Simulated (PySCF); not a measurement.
C2HO, charge -1, singlet, at a GFN2-xTB geometry (in this run its highest filled SCF level lies above zero, so its values depend strongly on the basis, on diffuse functions most of all); PySCF with SVWN5/def2-SVP.

PySCF was given this input:
```python
from pyscf import gto, scf, dft

mol = gto.Mole()
mol.atom = '''
    C     0.017882   -0.126888   -1.227557
    C     0.012039   -0.079027   -0.004614
    H     0.100932   -0.678824   -2.129085
    O    -0.035057    0.239289    1.190263
'''
mol.basis = 'def2-svp'
mol.charge = -1
mol.spin = 0
mol.verbose = 5
mol.build()

mf = dft.UKS(mol)
mf.xc = 'lda,vwn'
mf.kernel()
mf.analyze()
```

Task: Predict the main parts of the log of this PySCF run.

Result: 
```
PySCF version 2.14.0

[INPUT] verbose = 5
[INPUT] max_memory = 4000
[INPUT] num. atoms = 4
[INPUT] num. electrons = 22
[INPUT] charge = -1
[INPUT] spin (= nelec alpha-beta = 2S) = 0
[INPUT] symmetry False subgroup None
[INPUT] Mole.unit = angstrom
[INPUT] Symbol           X                Y                Z      unit          X                Y                Z       unit  Magmom
[...]
[INPUT] ---------------- BASIS SET ----------------
[INPUT] l, kappa, [nprim/nctr], expnt,             c_1 c_2 ...
[INPUT] O
[...]
                                340.87010191      -0.03989003923
                                77.363135167      -0.17853911985
                                21.47964494       -0.46427684959
                                6.6589433124      -0.44309745172
[...]
                                3.863550544       0.23094120765
                                1.0480920883      0.51375311064
[...]
[INPUT] C
[...]
                                186.29004992      0.040638409211
                                42.251176346      0.18025593888
                                11.676557932      0.46315121755
                                3.5930506482      0.44087173314
[...]
                                2.0103545142      0.21117025112
                                0.54771004707     0.51328172114
[...]
[INPUT] H
[...]
                                1.9622572         0.13796524
                                0.44453796        0.47831935
[...]
nuclear repulsion = 52.1364290545846
number of shells = 21
number of NR pGTOs = 79
number of NR cGTOs = 47
basis = def2-svp
ecp = {}

******** <class 'pyscf.dft.uks.UKS'> ********
method = UKS
initial guess = minao
damping factor = 0
level_shift factor = 0
DIIS = <class 'pyscf.scf.diis.CDIIS'>
diis_start_cycle = 1
diis_space = 8
diis_damp = 0
SCF conv_tol = 1e-09
SCF conv_tol_grad = None
SCF max_cycles = 50
direct_scf = True
direct_scf_tol = 1e-13
number electrons alpha = 11  beta = 11
XC library pyscf.dft.libxc version 7.1.2
    S. Lehtola, C. Steigemann, M. J. T. Oliveira, and M. A. L. Marques,  SoftwareX 7, 1–5 (2018)
XC functionals = lda,vwn
    P. A. M. Dirac,  Math. Proc. Cambridge Philos. Soc. 26, 376 (1930)
    F. Bloch,  Z. Phys. 57, 545 (1929)
    S. H. Vosko, L. Wilk, and M. Nusair,  Can. J. Phys. 58, 1200 (1980)
radial grids:
    Treutler-Ahlrichs [JCP 102, 346 (1995); DOI:10.1063/1.469408] (M4) radial grids

becke partition: Becke, JCP 88, 2547 (1988); DOI:10.1063/1.454033
[...]
converged SCF energy = -150.633994077033  <S^2> = 7.4500406e-12  2S+1 = 1
Total Energy =                        -150.633994077032753
[...]
 ** Mulliken Spin Density (per AO)  **
spin_pop of  0 C 1s        0.00000
spin_pop of  0 C 2s       -0.00000
spin_pop of  0 C 3s       -0.00000
spin_pop of  0 C 2px      -0.00000
spin_pop of  0 C 2py      -0.00000
spin_pop of  0 C 2pz      -0.00000
spin_pop of  0 C 3px       0.00000
spin_pop of  0 C 3py       0.00000
spin_pop of  0 C 3pz      -0.00000
spin_pop of  0 C 3dxy      0.00000
spin_pop of  0 C 3dyz      0.00000
spin_pop of  0 C 3dz^2     0.00000
spin_pop of  0 C 3dxz      0.00000
spin_pop of  0 C 3dx2-y2    0.00000
spin_pop of  1 C 1s       -0.00000
spin_pop of  1 C 2s        0.00000
spin_pop of  1 C 3s        0.00000
spin_pop of  1 C 2px       0.00000
spin_pop of  1 C 2py       0.00000
spin_pop of  1 C 2pz       0.00000
spin_pop of  1 C 3px      -0.00000
spin_pop of  1 C 3py      -0.00000
spin_pop of  1 C 3pz      -0.00000
spin_pop of  1 C 3dxy     -0.00000
spin_pop of  1 C 3dyz      0.00000
spin_pop of  1 C 3dz^2    -0.00000
spin_pop of  1 C 3dxz      0.00000
spin_pop of  1 C 3dx2-y2   -0.00000
spin_pop of  2 H 1s        0.00000
spin_pop of  2 H 2s       -0.00000
spin_pop of  2 H 2px      -0.00000
spin_pop of  2 H 2py      -0.00000
spin_pop of  2 H 2pz      -0.00000
spin_pop of  3 O 1s       -0.00000
spin_pop of  3 O 2s        0.00000
spin_pop of  3 O 3s       -0.00000
spin_pop of  3 O 2px       0.00000
spin_pop of  3 O 2py       0.00000
spin_pop of  3 O 2pz      -0.00000
spin_pop of  3 O 3px       0.00000
spin_pop of  3 O 3py       0.00000
spin_pop of  3 O 3pz       0.00000
spin_pop of  3 O 3dxy     -0.00000
spin_pop of  3 O 3dyz     -0.00000
spin_pop of  3 O 3dz^2    -0.00000
spin_pop of  3 O 3dxz     -0.00000
spin_pop of  3 O 3dx2-y2   -0.00000
 ** Mulliken Spin Density (per atom)  **
spin density of  0 C =     -0.00000
spin density of  1 C =      0.00000
spin density of  2 H =      0.00000
spin density of  3 O =      0.00000
 ** Mulliken pop alpha/beta on meta-lowdin orthogonal AOs **
 ** Mulliken pop       alpha | beta **
In total            11.00000 | 11.00000
 ** Mulliken atomic charges   ( Nelec_alpha | Nelec_beta ) **
charge of  0C =     -0.65981  (     3.32991      3.32991 )
charge of  1C =      0.12784  (     2.93608      2.93608 )
charge of  2H =      0.08121  (     0.45939      0.45939 )
charge of  3O =     -0.54924  (     4.27462      4.27462 )

WARN: System has nonzero charge -1; the dipole moment is origin-dependent.
Location of origin: [0. 0. 0.]

Dipole moment(X, Y, Z, Debye):  0.12245, -0.80114,  0.29489
```
